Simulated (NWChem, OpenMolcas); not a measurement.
# Si2H6 (disilane): the HOMO–LUMO gap, rung by rung

The species is Si2H6 (8 atoms), meant as a singlet with charge 0. As SMILES, `[SiH3][SiH3]`. Geometry: relaxed at PBE0-D4/def2-TZVP.

Quantity: the HOMO–LUMO gap, in eV. The values are calculated.

```csv
level,kind,program,value (eV)
BLYP/aug-cc-pVDZ,GGA,NWChem,6.52
PBE/aug-cc-pVDZ,GGA,OpenMolcas,6.65
M06-L/aug-cc-pVDZ,meta-GGA,OpenMolcas,7.42
r2SCAN/aug-cc-pVDZ,meta-GGA,NWChem,7.39
M06-2X/aug-cc-pVDZ,hybrid meta-GGA,OpenMolcas,9.35
PBE0/aug-cc-pVDZ,global hybrid,OpenMolcas,8.29
wB97X/aug-cc-pVDZ,range-separated hybrid,NWChem,11.85
B2PLYP/aug-cc-pVDZ,double hybrid,OpenMolcas,9.69
```

The values span 6.52 to 11.85 eV. Orbital gaps aren't excitation energies, and those of double hybrids come from the SCF part alone; they tend to grow with the share of exact exchange.
